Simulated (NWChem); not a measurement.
A series in which one site is exchanged, each optimised at PBE0/def2-SVP with NWChem, gas phase unless a solvent is named. def2 effective core potentials on Cs; no spin-orbit coupling.

A: FF (F$_{2}$; site = F)
B: [F][Cs] (CsF; site = Cs)
C: [F][Cu] (CuF; site = Cu)
D: F (HF; site = H)

Q: Rank them by dipole (D), PBE0/def2-SVP, lowest first.

A: A (0.00), D (1.86), C (5.17), B (7.69)
